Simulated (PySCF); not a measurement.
Structure elucidation problem

Molecular formula: C5H10O. Simulated spectra:

1H NMR (600 MHz, computed): δ 2.47 (sept, 1H), 2.18 (s, 3H), 1.08 (d, 6H).

13C{1H} NMR (computed): δ 217.1 (C), 43.9 (CH), 31.5 (CH3), 20.7 (CH3).

Rapidly exchanging positions averaged, a single conformation, no relativistic terms, gas phase. Structure optimised with GFN2-xTB; σ from GIAO-PBE0/pcSseg-1; PySCF 2.14.

Chemical shifts δ = σref − σ; TMS for 1H (31.72 ppm), 13C (186.93 ppm), all at this level.

Task: Deduce the structure.

Result: 
The formula gives 1 degree of unsaturation (no ring in the answer). 4 carbon signals for 5 carbons: some carbons are equivalent by symmetry or fast rotation. Carbon types of the structure: 1 × C, 1 × CH, 3 × CH3, which accounts for all hydrogens. δC 217.1: ketone carbonyl carbon; the double bond to the heteroatom, with no lone-pair donor beside it, deshields it most. δC 43.9: sp3 CH α to a carbonyl; α to the electron-withdrawing carbonyl group. δC 31.5: methyl carbon α to a carbonyl; α to the electron-withdrawing carbonyl group. δC 20.7: methyl carbon; saturated and bonded to C and H only. δH 2.47: hydrogen on an sp3 CH α to a carbonyl; α to C=O. δH 2.18: hydrogen on a methyl carbon α to a carbonyl; α to C=O. δH 1.08: hydrogen on a methyl carbon.

Structure: methyl isopropyl ketone.

This is the structure that produced the data.

Shifts are as computed. Against solution values, carbons near 30 ppm lie about +3 ppm off and those near 130 ppm about +5 ppm. Of 246 compounds with measured shifts, 49 miss one by over three times the rms of a fit or turn the order of signals round; such compounds aren't used in these exercises. No couplings were computed; multiplicities are counted from neighbouring protons, with m where these are inequivalent, close in shift, in a saturated or five-membered ring or joined by F or P, and br s for small geminal =CH2 splittings.
